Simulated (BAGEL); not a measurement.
# PBE0/6-311+G(d,p) (density fitting with qzvpp-jkfit) run of C2H6Si (SiMe2)

Aim: the energy change on altering one bond length of C2H6Si (SiMe2) at PBE0/6-311+G** (density fitting with qzvpp-jkfit), from 2 runs. 

The results are computed with BAGEL 1.2.2.

2 further runs of the same task are left out: 2 set aside as unsound or not needed.

## Step 1: The structure to begin with

C2H6Si: 9 atoms, total charge 0, spin state singlet. As SMILES, `C[Si]C`. The coordinates come from a GFN2-xTB relaxation.

Bond lengths: Si1–C2 1.926 Å, Si1–C6 1.926 Å, C2–H3 1.091 Å, C2–H4 1.091 Å, C2–H5 1.088 Å, C6–H7 1.091 Å, C6–H8 1.091 Å, C6–H9 1.088 Å. Some angles: C2–Si1–C6 98.8°, Si1–C2–H3 111.3°, Si1–C2–H4 111.6°, Si1–C2–H5 111.8°, Si1–C6–H7 111.2°, Si1–C6–H8 111.7°, Si1–C6–H9 111.7°, H3–C2–H4 107.4°, H3–C2–H5 107.2°, H4–C2–H5 107.3°.

## Step 2: A single-point energy at PBE0/6-311+G(d,p) (density fitting with qzvpp-jkfit)

job.json

```json
{ "bagel": [

{
  "title": "molecule",
  "basis": "6-311+gss.json",
  "df_basis": "qzvpp-jkfit",
  "angstrom": "true",
  "geometry": [
    { "atom": "Si", "xyz": [   -0.001340,    0.011450,   -1.288740 ] },
    { "atom": "C", "xyz": [    1.461870,   -0.015910,   -0.036860 ] },
    { "atom": "H", "xyz": [    1.445300,   -0.920370,    0.572300 ] },
    { "atom": "H", "xyz": [    1.423980,    0.836260,    0.642740 ] },
    { "atom": "H", "xyz": [    2.425990,    0.015410,   -0.541030 ] },
    { "atom": "C", "xyz": [   -1.461920,    0.015870,   -0.033360 ] },
    { "atom": "H", "xyz": [   -1.455220,    0.919550,    0.577050 ] },
    { "atom": "H", "xyz": [   -1.412680,   -0.836710,    0.644780 ] },
    { "atom": "H", "xyz": [   -2.425970,   -0.025560,   -0.536870 ] }
  ]
},
{
  "title": "ks",
  "xc_func": "pbe0"
},
{
  "title": "print",
  "file": "orbitals.molden",
  "orbitals": "true"
}

]}
```

The basis set 6-311+G** is read from a file made from the Basis Set Exchange's data (not shown).

Launch:

```
$ BAGEL_NUM_THREADS=1 BAGEL job.json > job.out
```

What it wrote:

```text
* using 1 threads per process

  ===============================================================
  ===============================================================

  *** Geometry ***

  { "atom" : "Si", "xyz" : [     -0.002532,      0.021637,     -2.435366 ] },
  { "atom" : "C", "xyz" : [      2.762534,     -0.030066,     -0.069655 ] },
  { "atom" : "H", "xyz" : [      2.731221,     -1.739247,      1.081490 ] },
  { "atom" : "H", "xyz" : [      2.690932,      1.580302,      1.214603 ] },
  { "atom" : "H", "xyz" : [      4.584457,      0.029121,     -1.022399 ] },
  { "atom" : "C", "xyz" : [     -2.762628,      0.029990,     -0.063041 ] },
  { "atom" : "H", "xyz" : [     -2.749967,      1.737698,      1.090466 ] },
  { "atom" : "H", "xyz" : [     -2.669578,     -1.581153,      1.218458 ] },
  { "atom" : "H", "xyz" : [     -4.584419,     -0.048301,     -1.014537 ] },

  Number of auxiliary basis functions:      386

  Since a DF basis is specified, we compute 2- and 3-index integrals:
    o Being stored without compression. Storage requirement is 0.037 GB

  Number of basis functions:      110
  Number of electrons      :       32

    * METHOD: MOLECULE                             0.18

  *** Kohn-Sham DFT ***

    * Removing 15704 points whose weight is below 1.00e-10
    * Grid points: 118450

  === Nuclear Repulsion ===
    96.5117842243

       - DIIS with orbital gradients will be used.

  === KS iteration (pbe0 / 6-311+gss.json) ===
      0       -280.66539138          0.25551114           0.43
      1       -264.69970190          0.16561118           0.42
      2       -286.98403660          0.22160374           0.42
      3       -353.43215225          0.15556104           0.43
      4       -351.89058200          0.15307233           0.43
      5       -354.75566227          0.14013193           0.41
      6       -359.62422662          0.12026021           0.42
      7       -362.93465343          0.11132466           0.41
      8       -368.71067397          0.02816651           0.41
      9       -368.92068940          0.02072300           0.42
     10       -369.06327174          0.00351424           0.41
     11       -369.06710434          0.00099697           0.42
     12       -369.06742717          0.00022346           0.42
     13       -369.06744483          0.00003902           0.42
     14       -369.06744546          0.00000612           0.42
     15       -369.06744548          0.00000183           0.41
     16       -369.06744548          0.00000072           0.42
     17       -369.06744548          0.00000020           0.42
     18       -369.06744548          0.00000010           0.43
     19       -369.06744548          0.00000003           0.41
     20       -369.06744548          0.00000002           0.40
     21       -369.06744548          0.00000000           0.39
    * SCF iteration converged.

    * Permanent dipole moment:
           (   -0.000557,     0.004217,    -0.529183) a.u.

    * METHOD: KS                                   9.92

    * METHOD: PRINT                                0.03

  ===============================================================
```

Wall time 11 s (1 thread of Arm Neoverse V1, shared host); peak memory 0.57 GiB.

## Step 3: The distorted shape

dft.json

```json
{ "bagel": [

{
  "title": "molecule",
  "basis": "6-311+gss.json",
  "df_basis": "qzvpp-jkfit",
  "angstrom": true,
  "geometry": [
    { "atom": "Si", "xyz": [    0.011916,    0.735041,   -1.776084 ] },
    { "atom": "C", "xyz": [    1.475126,    0.707681,   -0.524204 ] },
    { "atom": "H", "xyz": [    1.445300,   -0.920370,    0.572300 ] },
    { "atom": "H", "xyz": [    1.437236,    1.559851,    0.155396 ] },
    { "atom": "H", "xyz": [    2.439246,    0.739001,   -1.028374 ] },
    { "atom": "C", "xyz": [   -1.448664,    0.739461,   -0.520704 ] },
    { "atom": "H", "xyz": [   -1.441964,    1.643141,    0.089706 ] },
    { "atom": "H", "xyz": [   -1.399424,   -0.113119,    0.157436 ] },
    { "atom": "H", "xyz": [   -2.412714,    0.698031,   -1.024214 ] }
  ]
},
{ "title": "ks", "xc_func": "pbe0" },
{ "title": "print", "file": "orbitals.molden", "orbitals": true }

]}
```

The basis set 6-311+G** is read from a file made from the Basis Set Exchange's data (not shown).

Launch:

```
$ BAGEL_NUM_THREADS=1 BAGEL dft.json > dft.out
```

What it wrote:

```text
* using 1 threads per process

  ===============================================================
  ===============================================================

  *** Geometry ***

  { "atom" : "Si", "xyz" : [      0.022518,      1.389026,     -3.356312 ] },
  { "atom" : "C", "xyz" : [      2.787584,      1.337323,     -0.990602 ] },
  { "atom" : "H", "xyz" : [      2.731221,     -1.739247,      1.081490 ] },
  { "atom" : "H", "xyz" : [      2.715982,      2.947691,      0.293656 ] },
  { "atom" : "H", "xyz" : [      4.609507,      1.396509,     -1.943345 ] },
  { "atom" : "C", "xyz" : [     -2.737578,      1.397379,     -0.983988 ] },
  { "atom" : "H", "xyz" : [     -2.724917,      3.105086,      0.169520 ] },
  { "atom" : "H", "xyz" : [     -2.644528,     -0.213764,      0.297511 ] },
  { "atom" : "H", "xyz" : [     -4.559369,      1.319087,     -1.935484 ] },

  Number of auxiliary basis functions:      386

  Since a DF basis is specified, we compute 2- and 3-index integrals:
    o Being stored without compression. Storage requirement is 0.037 GB

  Number of basis functions:      110
  Number of electrons      :       32

    * METHOD: MOLECULE                             0.19

  *** Kohn-Sham DFT ***

    * Removing 14794 points whose weight is below 1.00e-10
    * Grid points: 119360

  === Nuclear Repulsion ===
    94.2695278557

       - DIIS with orbital gradients will be used.

  === KS iteration (pbe0 / 6-311+gss.json) ===
      0       -276.04606713          0.25158597           0.44
      1       -249.09645833          0.17777321           0.40
      2       -298.02002615          0.23377690           0.42
      3       -343.22603465          0.14943615           0.42
      4       -359.44052697          0.11831108           0.42
      5       -366.16892898          0.06602734           0.42
      6       -368.12305366          0.04402860           0.43
      7       -368.67755636          0.02364730           0.43
      8       -368.92861875          0.00612205           0.44
      9       -368.93912322          0.00419694           0.45
     10       -368.94635172          0.00120428           0.42
     11       -368.94694832          0.00015878           0.42
     12       -368.94695978          0.00006061           0.42
     13       -368.94696185          0.00002082           0.42
     14       -368.94696206          0.00000669           0.43
     15       -368.94696209          0.00000364           0.43
     16       -368.94696209          0.00000255           0.43
     17       -368.94696210          0.00000074           0.43
     18       -368.94696210          0.00000014           0.43
     19       -368.94696210          0.00000008           0.43
     20       -368.94696210          0.00000002           0.43
     21       -368.94696210          0.00000001           0.41
     22       -368.94696210          0.00000000           0.43
    * SCF iteration converged.

    * Permanent dipole moment:
           (    0.140511,    -0.246817,    -0.225163) a.u.

    * METHOD: KS                                  10.55

    * METHOD: PRINT                                0.03

  ===============================================================
```

It took 11 s on 1 thread of Arm Neoverse V1, shared host; peak memory 0.58 GiB.

## Step 4: What came out

Level: PBE0/6-311+G** (density fitting with qzvpp-jkfit).

| quantity | value |
| --- | --- |
| first shape: total energy | -369.06745 Eh |
| first shape: dipole moment | 1.35 D |
| first shape: HOMO energy | -6.00 eV |
| first shape: LUMO energy | -2.27 eV |
| first shape: HOMO–LUMO gap | 3.73 eV |
| distorted shape: total energy | -368.94696 Eh |
| distorted shape: dipole moment | 0.92 D |
| distorted shape: HOMO energy | -6.27 eV |
| distorted shape: LUMO energy | -2.93 eV |
| distorted shape: HOMO–LUMO gap | 3.34 eV |
| energy change with the C2–H3 bond stretched from 1.091 to 1.963 Å | 3.279 eV |

One bond (distorted shape) is far stretched, which a spin-restricted single reference describes badly; a broken-symmetry solution may lie lower. With the C2–H3 bond stretched from 1.091 to 1.963 Å the energy rises by 3.28 eV (76 kcal/mol). The first shape isn't relaxed at this level, so the change isn't measured from a minimum. A restricted reference can't describe the breaking bond well at this length.
